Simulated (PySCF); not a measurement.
**SiH4S (sulfanylsilane): CCSDT(Q)/STO-6G**

Aim: the energy change on altering one bond length of SiH4S (sulfanylsilane) at CCSDT(Q)/STO-6G, from 2 runs. 

The results are computed with PySCF 2.14.0.

6 further runs of the same task are left out: 6 set aside as unsound or not needed.

**1. Starting point**

SiH4S: 6 atoms, total charge 0, spin state singlet. As SMILES, `[SiH3]S`. The shape is that of a PBE0-D4/def2-TZVP optimisation.

Bond lengths: Si1–S2 2.137 Å, Si1–H3 1.485 Å, Si1–H4 1.482 Å, Si1–H5 1.485 Å, S2–H6 1.344 Å. Angles: Si1–S2–H6 94.7°, S2–Si1–H3 111.6°, S2–Si1–H4 104.8°, S2–Si1–H5 111.6°, H3–Si1–H4 110.0°, H3–Si1–H5 108.8°, H4–Si1–H5 110.0°.

**2. A single-point energy at CCSDT(Q)/STO-6G**

Input file calc.py:

```python
from pyscf import gto, scf, cc

mol = gto.Mole()
mol.atom = '''
Si    -0.320875    -0.497754    -0.823921
S      1.714549    -0.023811     2.632011
H     -3.079876    -0.140407    -0.456558
H      0.205224    -3.133733    -1.610992
H      0.566540     1.287281    -2.798873
H      0.994185     2.387291     2.971216
'''
mol.unit = 'bohr'
mol.basis = 'sto-6g'
mol.verbose = 3
mol.max_memory = 1860
mol.build()

mf = scf.RHF(mol)
mf.conv_tol = 1e-10
mf.kernel()
if not mf.converged:
    mf = mf.newton().run(mf.mo_coeff, mf.mo_occ)

mycc = cc.CCSDT(mf, frozen=10)
mycc.kernel()
e_bracket, e_q = mycc.ccsdt_q()
etot = mycc.e_tot + e_q
print('Final energy', etot)
```

The run is started by

```sh
$ OMP_NUM_THREADS=1 python calc.py
```

What it wrote:

```text
converged SCF energy = -686.400764830458
_make_eris_incore_RCCSDT

WARN: A large `blksize` is being used, which may cause large memory consumption
      for storing contraction intermediates. If memory is sufficient, consider using
      `pyscf.cc.rccsdt_highm.RCCSDT` instead.

RCCSDT converged
E(RCCSDT) = -686.495915277483   E_corr = -0.09515044702548922
E_corr(same-spin) = -0.00261264045596072
E_corr(oppo-spin) = -0.0925378065695285
_make_eris_incore_RCCSDT
Final energy -686.4959357817241
```

Wall time 1.4 s (1 thread of Arm Neoverse V2, shared host); peak memory 0.11 GiB.

**3. The distorted shape**

Input file job.py:

```python
from pyscf import gto, cc

molecule = gto.M(
    atom='''
Si     1.886410    -0.783643    -1.117822
S      3.921834    -0.309700     2.338109
H     -3.079876    -0.140407    -0.456558
H      2.412509    -3.419622    -1.904893
H      2.773825     1.001392    -3.092775
H      3.201470     2.101402     2.677315
''',
    unit='bohr',
    verbose=3,
    basis='sto-6g',
    max_memory=1860,
)

mf = molecule.RHF()
mf.conv_tol = 1e-10
mf.kernel()
if not mf.converged:
    mf = mf.newton().run(mf.mo_coeff, mf.mo_occ)

mycc = cc.CCSDT(mf, frozen=10)
mycc.kernel()
e_bracket, e_q = mycc.ccsdt_q()
e_tot = mycc.e_tot + e_q
print(f'total energy: {e_tot:.8f} hartree')
```

The run is started by

```sh
$ OMP_NUM_THREADS=1 python job.py
```

What it wrote:

```text
converged SCF energy = -686.155857864831
_make_eris_incore_RCCSDT

WARN: A large `blksize` is being used, which may cause large memory consumption
      for storing contraction intermediates. If memory is sufficient, consider using
      `pyscf.cc.rccsdt_highm.RCCSDT` instead.

RCCSDT converged
E(RCCSDT) = -686.3408530287818   E_corr = -0.1849951639510065
E_corr(same-spin) = -0.0040721621534036
E_corr(oppo-spin) = -0.180923001797603
_make_eris_incore_RCCSDT
total energy: -686.34097713 hartree
```

Run time: 1.6 s. Hardware: 1 thread of Arm Neoverse V2, shared host; peak memory 0.12 GiB.

**4. Outcome**

Level: CCSDT(Q)/STO-6G, 10 core orbitals frozen.

```
                                                          quantity          value
                                         first shape: total energy  -686.49594 Eh
                 first shape: dipole moment (Hartree–Fock density)         1.18 D
                  first shape: HOMO energy (Hartree–Fock orbitals)       -7.19 eV
                  first shape: LUMO energy (Hartree–Fock orbitals)       10.80 eV
                first shape: HOMO–LUMO gap (Hartree–Fock orbitals)       18.00 eV
         first shape: correlation energy (10 core orbitals frozen)      -95.2 mEh
                                        first shape: T1 diagnostic          0.005
                                     distorted shape: total energy  -686.34098 Eh
             distorted shape: dipole moment (Hartree–Fock density)         1.27 D
              distorted shape: HOMO energy (Hartree–Fock orbitals)       -5.51 eV
              distorted shape: LUMO energy (Hartree–Fock orbitals)        3.70 eV
            distorted shape: HOMO–LUMO gap (Hartree–Fock orbitals)        9.21 eV
     distorted shape: correlation energy (10 core orbitals frozen)     -185.1 mEh
                                    distorted shape: T1 diagnostic          0.022
energy change with the Si1–H3 bond stretched from 1.485 to 2.673 Å       4.217 eV
```

What this shows: With the Si1–H3 bond stretched from 1.485 to 2.673 Å the energy rises by 4.22 eV (97 kcal/mol). The first shape isn't relaxed at this level, so the change isn't measured from a minimum. The minimal basis adds a large error of its own. Mulliken charges (first shape) of the mean-field density run from -0.16 on H3 to +0.61 on Si1. The T1 diagnostic (distorted shape) of 0.022 is above the customary mark for such species, so a single reference may not serve.
